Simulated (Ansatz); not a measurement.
bcc Ta was calculated with r²SCAN+rVV10 (plane waves, PAW; Ansatz, a first-principles code).

Settings: plane-wave cutoff 560 eV, 24×24×24 k mesh, Fermi–Dirac smearing 0.05 eV, scalar-relativistic PAW data made under PBE.

A third-order Birch–Murnaghan fit to the energies gives V0 = 17.883 Å³/atom, B0 = 205 GPa, B′ = 3.8.

| V (Å³/atom) | P (GPa) |
|---|---|
| 16.809 | 14.29 |
| 17.166 | 9.06 |
| 17.524 | (withheld) |
| 17.882 | 0.01 |
| 18.239 | -3.90 |
| 18.597 | (withheld) |
| 18.955 | (withheld) |

Problem. Estimate the withheld pressures from this fit; the answers are the runs' own values.

Solution. 
- 17.524, P (GPa): 4.32
- 18.597, P (GPa): -7.45
- 18.955, P (GPa): -10.69

The formula P = (3/2) B0 (x^(7/3) − x^(5/3)) [1 + (3/4)(B′ − 4)(x^(2/3) − 1)] with x = V0/V meets the computed pressures within 0.01 GPa when these rounded values are put in.

Measured, for comparison: bulk modulus 198 GPa (corrected for temperature and zero-point phonon effects, our sources range from 194 to 203; as tabulated in Levämäki et al. (2014), arXiv:1402.3671); equilibrium volume per atom 17.95 Å³/atom (static lattice: zero-point anharmonic expansion removed; as tabulated in Mejia-Rodriguez and Trickey (2018), arXiv:1807.09216). Computed (rounded) less measured: bulk modulus +4 % (+1.0 % to +6 % over the range), equilibrium volume per atom -0.4 %.

Spin–orbit coupling is not included.

Computed values are for the static lattice.
